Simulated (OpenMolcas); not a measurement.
**ClF in OpenMolcas, from active space to Ω levels**

Which states of ClF lie lowest, and how does spin–orbit coupling split them?

Program: OpenMolcas 26.06. Level of theory: SA-CASSCF(10,6), XMS-CASPT2, RASSI; ANO-RCC-VTZP. These are calculated values, not measurements.

## 1. The job

C2 symmetry about the axis (a holds Σ, Δ, Γ; b holds Π, Φ, H; Σ⁺ and Σ⁻ are not told apart); roots by multiplicity and irrep: 1a 1, 3b 4, 1b 4, 3a 1.

Active shells: Cl 3p, F 2p.

m.inp

```
&GATEWAY
Coord
2
angstrom
Cl 0.0 0.0 0.0
F 0.0 0.0 1.6590
Basis=ANO-RCC-VTZP
Group=XY
RX2C
AMFI
ANGMom
0.0 0.0 0.0
RICD
&SEWARD
&GUESSORB
&RASSCF
FileOrb=$CurrDir/o11.orb
Symmetry=1
Spin=1
nActEl=10 0 0
Inactive=6 2
RAS2=2 4
CIRoot=1 1 1
Linear
Iterations=120 100
OrbListing=Nothing
PRWF=0.15
>>COPY $Project.RasOrb $CurrDir/o11.orb
>>COPY $Project.rasscf.h5 $CurrDir/r11.h5
&CASPT2
XMultistate=all
Imaginary=0.2
IPEA=0.25
MaxIter=40
>>COPY $Project.JobMix JOB001
&RASSCF
FileOrb=$CurrDir/o32.orb
Symmetry=2
Spin=3
nActEl=10 0 0
Inactive=6 2
RAS2=2 4
CIRoot=4 4 1
Linear
Iterations=120 100
OrbListing=Nothing
PRWF=0.15
>>COPY $Project.RasOrb $CurrDir/o32.orb
>>COPY $Project.rasscf.h5 $CurrDir/r32.h5
&CASPT2
XMultistate=all
Imaginary=0.2
IPEA=0.25
MaxIter=40
>>COPY $Project.JobMix JOB002
&RASSCF
FileOrb=$CurrDir/o12.orb
Symmetry=2
Spin=1
nActEl=10 0 0
Inactive=6 2
RAS2=2 4
CIRoot=4 4 1
Linear
Iterations=120 100
OrbListing=Nothing
PRWF=0.15
>>COPY $Project.RasOrb $CurrDir/o12.orb
>>COPY $Project.rasscf.h5 $CurrDir/r12.h5
&CASPT2
XMultistate=all
Imaginary=0.2
IPEA=0.25
MaxIter=40
>>COPY $Project.JobMix JOB003
&RASSCF
FileOrb=$CurrDir/o31.orb
Symmetry=1
Spin=3
nActEl=10 0 0
Inactive=6 2
RAS2=2 4
CIRoot=1 1 1
Linear
Iterations=120 100
OrbListing=Nothing
PRWF=0.15
>>COPY $Project.RasOrb $CurrDir/o31.orb
>>COPY $Project.rasscf.h5 $CurrDir/r31.h5
&CASPT2
XMultistate=all
Imaginary=0.2
IPEA=0.25
MaxIter=40
>>COPY $Project.JobMix JOB004
&RASSI
Nr of JobIphs=4 1 4 4 1
1
1 2 3 4
1 2 3 4
1
SpinOrbit
EJob
Omega
MEES
MESO
Properties=4
'AngMom' 3 'Mltpl  1' 1 'Mltpl  1' 2 'Mltpl  1' 3
Thrs=1.0d-4
>>COPY $Project.rassi.h5 $CurrDir/so.h5
```

Each module block was a call of its own in one work directory; start orbitals came from a preliminary run.

Started as:

```
> pymolcas m.inp
```

## 2. CASSCF and CASPT2, block by block

Output, in excerpt:

```text
++    Wave function specifications:
      Number of closed shell electrons          16
      Number of electrons in active shells      10
      Number of inactive orbitals                8
      Number of active orbitals                  6
      Number of secondary orbitals              50
      Spin quantum number                      0.0
      State symmetry                             1
++    Orbital specifications:
      Symmetry species                           1   2
                                                 a   b
      Frozen orbitals                            0   0
      Inactive orbitals                          6   2
      Active orbitals                            2   4
      RAS2 orbitals                              2   4
      Secondary orbitals                        26  24
      Number of basis functions                 34  30
      printout of CI-coefficients larger than  0.15 for root  1
      energy=    -560.447852
      conf/sym  11 2222     Coeff  Weight
            11  20 2222   0.17664 0.03120
            13  02 2222  -0.98363 0.96752
      Natural orbitals and occupation numbers for root  1
      sym 1:   0.064962   1.937597
      sym 2:   1.999645   1.999645   1.999075   1.999075
      RASSCF energy for state  1                   -560.44785211
::    RASSCF root number  1 Total energy:   -560.44785211
      Von Neumann Entropy (Root   1) =  0.20675
++    Wave function specifications:
      Number of closed shell electrons           4
      Number of electrons in active shells      10
      Number of inactive orbitals                2
      Number of active orbitals                  6
      Number of secondary orbitals              50
      Spin quantum number                      0.0
      State symmetry                             1
      Number of CSFs                            13
      Number of CASSCF root(s) available         1
      CASPT2 state passed to geometry opt.       1
      A file JOBMIX will be created
      This is a CASSCF or RASSCF reference function
  FINAL CASPT2 RESULT:
      Reference energy:        -560.4478521094
      E2 (Non-variational):      -0.4038535004
      Shift correction:          -0.0013177902
      E2 (Variational):          -0.4051712906
      Total energy:            -560.8530234001
      Reference weight:           0.90792
++    Wave function specifications:
      Number of closed shell electrons          16
      Number of electrons in active shells      10
      Number of inactive orbitals                8
      Number of active orbitals                  6
      Number of secondary orbitals              50
      Spin quantum number                      1.0
      State symmetry                             2
      printout of CI-coefficients larger than  0.15 for root  1
      energy=    -560.304147
      conf/sym  11 2222     Coeff  Weight
             3  2u 2u22  -0.22627 0.05120
             4  u2 222u  -0.96304 0.92745
      printout of CI-coefficients larger than  0.15 for root  2
      energy=    -560.304147
      conf/sym  11 2222     Coeff  Weight
             5  u2 22u2  -0.96304 0.92745
             7  2u u222  -0.22627 0.05120
      printout of CI-coefficients larger than  0.15 for root  3
      energy=    -560.174580
      conf/sym  11 2222     Coeff  Weight
             1  2u 222u   0.38110 0.14524
             6  u2 2u22   0.91234 0.83236
      printout of CI-coefficients larger than  0.15 for root  4
      energy=    -560.174580
      conf/sym  11 2222     Coeff  Weight
             2  2u 22u2  -0.38110 0.14524
             8  u2 u222  -0.91234 0.83236
      Natural orbitals and occupation numbers for root  1
      sym 1:   1.046451   1.953549
      sym 2:   2.000000   1.953549   2.000000   1.046451
      Natural orbitals and occupation numbers for root  2
      sym 1:   1.046451   1.953549
      sym 2:   1.953549   2.000000   1.046451   2.000000
      Natural orbitals and occupation numbers for root  3
      sym 1:   1.136632   1.863368
      sym 2:   2.000000   1.136632   2.000000   1.863368
      Natural orbitals and occupation numbers for root  4
      sym 1:   1.136632   1.863368
      sym 2:   1.136632   2.000000   1.863368   2.000000
      RASSCF energy for state  4                   -560.17458034
::    RASSCF root number  1 Total energy:   -560.30414688
::    RASSCF root number  2 Total energy:   -560.30414688
::    RASSCF root number  3 Total energy:   -560.17458034
::    RASSCF root number  4 Total energy:   -560.17458034
      Von Neumann Entropy (Root   1) =  1.04413
++    Wave function specifications:
      Number of closed shell electrons           4
      Number of electrons in active shells      10
      Number of inactive orbitals                2
      Number of active orbitals                  6
      Number of secondary orbitals              50
      Spin quantum number                      1.0
      State symmetry                             2
      Number of CSFs                             8
      Number of CASSCF root(s) available         4
      CASPT2 state passed to geometry opt.       4
      A file JOBMIX will be created
      This is a MULTI-STATE CASSCF reference
      Number of CI roots used                    4
      These are:                                 1   2   3   4
      Off-diagonal elements of Heff are computed
  FINAL CASPT2 RESULT:
      Reference energy:        -560.3041468845
      E2 (Non-variational):      -0.4470762459
      Shift correction:          -0.0024222589
      E2 (Variational):          -0.4494985047
      Total energy:            -560.7536453892
      Reference weight:           0.88355
  FINAL CASPT2 RESULT:
      Reference energy:        -560.3041468845
      E2 (Non-variational):      -0.4470835506
      Shift correction:          -0.0024226856
      E2 (Variational):          -0.4495062361
      Total energy:            -560.7536531206
      Reference weight:           0.88355
  FINAL CASPT2 RESULT:
      Reference energy:        -560.1745803381
      E2 (Non-variational):      -0.4217275937
      Shift correction:          -0.0022097403
      E2 (Variational):          -0.4239373339
      Total energy:            -560.5985176720
      Reference weight:           0.89088
  FINAL CASPT2 RESULT:
      Reference energy:        -560.1745803381
      E2 (Non-variational):      -0.4217257976
      Shift correction:          -0.0022096466
      E2 (Variational):          -0.4239354442
      Total energy:            -560.5985157823
      Reference weight:           0.89088
       Total XMS-CASPT2 energies:
::    XMS-CASPT2 Root  1     Total energy:   -560.75091032
::    XMS-CASPT2 Root  2     Total energy:   -560.75090220
::    XMS-CASPT2 Root  3     Total energy:   -560.60126086
::    XMS-CASPT2 Root  4     Total energy:   -560.60125858
++    Wave function specifications:
      Number of closed shell electrons          16
      Number of electrons in active shells      10
      Number of inactive orbitals                8
      Number of active orbitals                  6
      Number of secondary orbitals              50
      Spin quantum number                      0.0
      State symmetry                             2
      printout of CI-coefficients larger than  0.15 for root  1
      energy=    -560.268445
      conf/sym  11 2222     Coeff  Weight
             2  2u 22d2   0.96204 0.92552
             8  u2 d222  -0.26508 0.07027
      printout of CI-coefficients larger than  0.15 for root  2
      energy=    -560.268445
      conf/sym  11 2222     Coeff  Weight
             1  2u 222d  -0.96204 0.92552
             6  u2 2d22   0.26508 0.07027
      printout of CI-coefficients larger than  0.15 for root  3
      energy=    -560.162031
      conf/sym  11 2222     Coeff  Weight
             3  2u 2d22  -0.89367 0.79864
             4  u2 222d   0.44411 0.19723
      printout of CI-coefficients larger than  0.15 for root  4
      energy=    -560.162031
      conf/sym  11 2222     Coeff  Weight
             5  u2 22d2  -0.44411 0.19723
             7  2u d222   0.89367 0.79864
      Natural orbitals and occupation numbers for root  1
      sym 1:   1.931026   1.068974
      sym 2:   1.931026   2.000000   1.068974   2.000000
      Natural orbitals and occupation numbers for root  2
      sym 1:   1.931026   1.068974
      sym 2:   2.000000   1.931026   2.000000   1.068974
      Natural orbitals and occupation numbers for root  3
      sym 1:   1.805461   1.194539
      sym 2:   2.000000   1.194539   2.000000   1.805461
      Natural orbitals and occupation numbers for root  4
      sym 1:   1.805461   1.194539
      sym 2:   1.194539   2.000000   1.805461   2.000000
      RASSCF energy for state  4                   -560.16203076
::    RASSCF root number  1 Total energy:   -560.26844522
::    RASSCF root number  2 Total energy:   -560.26844522
::    RASSCF root number  3 Total energy:   -560.16203076
::    RASSCF root number  4 Total energy:   -560.16203076
      Von Neumann Entropy (Root   1) =  1.06388
++    Wave function specifications:
      Number of closed shell electrons           4
      Number of electrons in active shells      10
      Number of inactive orbitals                2
      Number of active orbitals                  6
      Number of secondary orbitals              50
      Spin quantum number                      0.0
      State symmetry                             2
      Number of CSFs                             8
      Number of CASSCF root(s) available         4
      CASPT2 state passed to geometry opt.       4
      A file JOBMIX will be created
      This is a MULTI-STATE CASSCF reference
      Number of CI roots used                    4
      These are:                                 1   2   3   4
      Off-diagonal elements of Heff are computed
  FINAL CASPT2 RESULT:
      Reference energy:        -560.2684452235
      E2 (Non-variational):      -0.4492463686
      Shift correction:          -0.0026563976
      E2 (Variational):          -0.4519027661
      Total energy:            -560.7203479897
      Reference weight:           0.87983
  FINAL CASPT2 RESULT:
      Reference energy:        -560.2684452225
      E2 (Non-variational):      -0.4492463621
      Shift correction:          -0.0026563973
      E2 (Variational):          -0.4519027594
      Total energy:            -560.7203479819
      Reference weight:           0.87983
  FINAL CASPT2 RESULT:
      Reference energy:        -560.1620307590
      E2 (Non-variational):      -0.4138669513
      Shift correction:          -0.0022116098
      E2 (Variational):          -0.4160785611
      Total energy:            -560.5781093201
      Reference weight:           0.89350
  FINAL CASPT2 RESULT:
      Reference energy:        -560.1620307585
      E2 (Non-variational):      -0.4138669471
      Shift correction:          -0.0022116087
      E2 (Variational):          -0.4160785558
      Total energy:            -560.5781093143
      Reference weight:           0.89350
       Total XMS-CASPT2 energies:
::    XMS-CASPT2 Root  1     Total energy:   -560.71691611
::    XMS-CASPT2 Root  2     Total energy:   -560.71691609
::    XMS-CASPT2 Root  3     Total energy:   -560.58154121
::    XMS-CASPT2 Root  4     Total energy:   -560.58154120
++    Wave function specifications:
      Number of closed shell electrons          16
      Number of electrons in active shells      10
      Number of inactive orbitals                8
      Number of active orbitals                  6
      Number of secondary orbitals              50
      Spin quantum number                      1.0
      State symmetry                             1
      printout of CI-coefficients larger than  0.15 for root  1
      energy=    -560.179179
      conf/sym  11 2222     Coeff  Weight
             7  uu 2222   0.99890 0.99779
      Natural orbitals and occupation numbers for root  1
      sym 1:   1.002207   1.002207
      sym 2:   1.998896   1.998896   1.998896   1.998896
      RASSCF energy for state  1                   -560.17917865
::    RASSCF root number  1 Total energy:   -560.17917865
      Von Neumann Entropy (Root   1) =  1.00220
++    Wave function specifications:
      Number of closed shell electrons           4
      Number of electrons in active shells      10
      Number of inactive orbitals                2
      Number of active orbitals                  6
      Number of secondary orbitals              50
      Spin quantum number                      1.0
      State symmetry                             1
      Number of CSFs                             7
      Number of CASSCF root(s) available         1
      CASPT2 state passed to geometry opt.       1
      A file JOBMIX will be created
      This is a CASSCF or RASSCF reference function
  FINAL CASPT2 RESULT:
      Reference energy:        -560.1791786459
      E2 (Non-variational):      -0.3919622784
      Shift correction:          -0.0014516414
      E2 (Variational):          -0.3934139198
      Total energy:            -560.5725925657
[... the kept output breaks off here ...]
```

Spin-free states (degenerate pairs once); dipoles are positive if F is the positive end.

| state | CASSCF root of the same rank (eV) | XMS-CASPT2 (eV) | μ of the rotated CASSCF state (D) |
| --- | --- | --- | --- |
| (1)1Σ | 0.00 | 0.000 | -0.81 |
| (1)3Π | 3.91 | 2.779 | -0.59 |
| (1)1Π | 4.88 | 3.704 | -0.22 |
| (2)3Π | 7.44 | 6.851 | 1.72 |
| (2)1Π | 7.78 | 7.387 | 1.69 |
| (1)3Σ | 7.31 | 7.631 | 1.11 |

State-averaged natural occupations by block (full and empty orbitals left out): 1a: 0.07 1.94 2.00 2.00 2.00 2.00; 3b: 1.10 1.90 1.77 1.77 1.73 1.73; 1b: 1.87 1.13 1.78 1.78 1.72 1.72; 3a: 1.00 1.00 2.00 2.00 2.00 2.00. Reference weights run from 0.880 to 0.908.

## 3. Spin–orbit coupling by RASSI

RASSI output, in excerpt, shortened:

```text
[...]
   Eigenvalues of complex Hamiltonian:
  (Shifted by EMIN (a.u.) =       -560.8530234001)
 SO State       Relative EMIN(au)   Rel lowest level(eV)    D:o, cm**(-1)      Omega
     1            -0.0000289247        0.0000000000              0.0000         0.0
     2             0.1009689290        2.7482916079          22166.4667         2.0
     3             0.1009689291        2.7482916107          22166.4667         2.0
     4             0.1020684479        2.7782110418          22407.7832         1.0
     5             0.1020765592        2.7784317601          22409.5634         1.0
     6             0.1032505463        2.8103775765          22667.2238         0.0
     7             0.1032834549        2.8112730662          22674.4464         0.0
     8             0.1361336403        3.7051721484          29884.2288         1.0
     9             0.1361336502        3.7051724195          29884.2309         1.0
    10             0.2510430321        6.8320159918          55103.9252         2.0
    11             0.2510430321        6.8320159920          55103.9252         2.0
    12             0.2517352832        6.8508531044          55255.8567         1.0
    13             0.2517375587        6.8509150236          55256.3561         1.0
    14             0.2524841719        6.8712314042          55420.2188         0.0
[...]
```

Wall time 14 s (1 thread, shared host).

Levels:

```csv
Ω,energy (cm⁻¹),parentage,f from lowest
0,0,100% (1)1Σ,0
2,22166,100% (1)3Π,0
1,22408,100% (1)3Π,0
0,22667,100% (1)3Π,0
0,22674,100% (1)3Π,0
1,29884,100% (1)1Π,0.003
2,55104,100% (2)3Π,0
1,55256,100% (2)3Π,1.2e-05
0,55420,100% (2)3Π,0
0,55423,100% (2)3Π,0
1,59595,100% (2)1Π,0.01
0,61557,100% (1)3Σ,0
1,61558,100% (1)3Σ,0
```

## 4. Along the bond: spin-free states

The same input was run at the other distances; those logs are left out. Energies in eV from the lowest point of the curves kept. Curves are followed by energy order within each symmetry, so they can change character at crossings; Σ⁺ and Σ⁻ are counted together.

```csv
R (Å),(1)1Σ,(1)3Π,(1)1Π,(2)1Π,(2)3Π
1.427,0.955,5.139,6.154,12.986,12.343
1.510,0.298,3.977,4.996,10.548,9.900
1.584,0.045,3.251,4.249,8.793,8.192
1.659,0.000,2.779,3.704,7.387,6.851
1.742,0.108,2.406,3.274,6.123,5.705
1.825,0.313,2.213,2.976,5.161,4.841
1.941,0.674,2.105,2.719,4.183,3.978
```

## 5. Along the bond: spin–orbit levels

Energies in eV from the lowest point of the curves kept. Curves are followed by energy order within each symmetry, so they can change character at crossings; levels whose Ω could not be read are left out of the count.

```csv
R (Å),(1)Ω=0,(1)Ω=2,(1)Ω=1,(2)Ω=0,(3)Ω=0
1.427,0.955,5.107,5.139,5.172,5.173
1.510,0.298,3.946,3.977,4.010,4.010
1.584,0.045,3.220,3.251,3.283,3.284
1.659,0.000,2.748,2.778,2.810,2.811
1.742,0.108,2.376,2.406,2.437,2.438
1.825,0.313,2.184,2.212,2.243,2.245
1.941,0.673,2.076,2.104,2.134,2.136
```

All 13 distances took 3.1 min on 1 thread, shared host; 6 of them failed the checks on weights, roots and symmetry and are left out.

## 6. Results

| quantity | value |
| --- | --- |
| lowest spin-free state | (1)1Σ |
| next spin-free state | (1)3Π, 2.779 eV |
| lowest level | Ω = 0, 100 % (1)1Σ |
| next level | Ω = 2, 22166 cm⁻¹ |
| lowering by spin–orbit coupling | 6 cm⁻¹ |

**Reading.** At 1.659 Å the lowest computed level has Ω = 0 and is 100 % (1)1Σ. Only the spin multiplicities and numbers of roots in the input were computed, so the list of states is not complete and the lowest one found need not be the ground state; labels number the states computed.
